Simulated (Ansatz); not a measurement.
The input, for Ansatz 0.2.0:

```yaml
crystal:
  periodic: [false, false, false]
  atoms:
    - {symbol: Cl, position_ang: [-0.009276, -0.697426, 1.713846]}
    - {symbol: Ge, position_ang: [-0.010109, 0.611540, -0.040320]}
    - {symbol: Si, position_ang: [0.037855, -0.701303, -2.059145]}
basis:
  gaussian: {orbitals: cc-pVDZ}
magnetization: {spin_polarized: true, initial_magnetization: 3}
hamiltonian: {xc: {name: B3LYP}}
correlation: {method: ccsd, electrons: valence, diis_vectors: 2}
accuracy: high
output: {forces: true}
```

```sh
$ ansatz run in.yaml --threads 1 --pin off --events-out ev --progress --plain --max-ram 2393MiB
```

Output:

```
1294 factors; integrals over basis functions are off by at most 4.4e-9 eV
mean field evaluation 1: about -76917.7221 eV, gradient 8.7e0 eV
mean field evaluation 2: about -76917.7698 eV, gradient 8.7e0 eV
mean field evaluation 4: about -76918.2639 eV, gradient 1.8e0 eV
mean field evaluation 8: about -76918.2919 eV, gradient 1.3e-1 eV
mean field evaluation 16: about -76918.2921 eV, gradient 2.0e-4 eV
mean field -76918.29213341 eV, -2826.6950988119 hartree, gradient 4.4e-8 eV, S^2 3.752662; 0 other end points of the search recorded, 0 dependent functions left out
19 core orbitals not correlated: weight in the atoms' cores, before any rotation towards them, 1.000 or more for the frozen orbitals, at most 0.000 for the correlated occupied ones
reference -76837.25521629 eV, -2823.7170470366 hartree; 14, 11 occupied and 30, 33 virtual orbitals, 1294 factors
second order -8.09944127 eV of doubles, -0.43799795 eV of singles
cycle   1  -8.73562375 eV  change   -2.1e-1 eV  update   9.8e-2
cycle   2  -8.98169735 eV  change   -2.5e-1 eV  update   3.9e-2
cycle   3  -9.06485404 eV  change   -8.3e-2 eV  update   1.4e-2
cycle   4  -9.06602587 eV  change   -1.2e-3 eV  update   4.7e-3
cycle   5  -9.07021268 eV  change   -4.2e-3 eV  update   2.1e-3
...
cycle  28  -9.06839367 eV  change    4.1e-8 eV  update   5.6e-8
cycle  29  -9.06839365 eV  change    2.0e-8 eV  update   4.1e-8
cycle  30  -9.06839368 eV  change   -3.1e-8 eV  update   3.3e-8
cycle  31  -9.06839369 eV  change   -7.9e-9 eV  update   1.1e-7
cycle  32  -9.06839367 eV  change    1.7e-8 eV  update   3.6e-8
cycle  33  -9.06839366 eV  change    1.3e-8 eV  update   1.5e-8
cycle  34  -9.06839366 eV  change   -2.8e-9 eV  update   8.3e-9
cycle  35  -9.06839366 eV  change    2.2e-9 eV  update   5.3e-9
cycle  36  -9.06839366 eV  change   -1.4e-9 eV  update   3.1e-9
the calculation of the forces begins
mean field evaluation 32: about -76918.2475 eV, gradient 2.1e-1 eV
Total energy: -76846.32360995 eV, -2824.0503043568 hartree
Atom 0 at    -0.009276    -0.697426     1.713846 Å, force     0.001048    -0.204898     0.201014 eV/Å
Atom 1 at    -0.010109     0.611540    -0.040320 Å, force    -0.006579     0.381335    -0.003054 eV/Å
Atom 2 at     0.037855    -0.701303    -2.059145 Å, force     0.005531    -0.176437    -0.197960 eV/Å
Dipole moment:    -0.001541     0.265272    -0.245518 e Å
```

Forces (eV/Å):
```
Cl   0.001 -0.205  0.201
Ge  -0.007  0.381 -0.003
Si   0.006 -0.176 -0.198
```

Ran on 1 thread of Intel Xeon Platinum 8488C, shared host: 41 s wall, 0.38 GiB peak host memory.
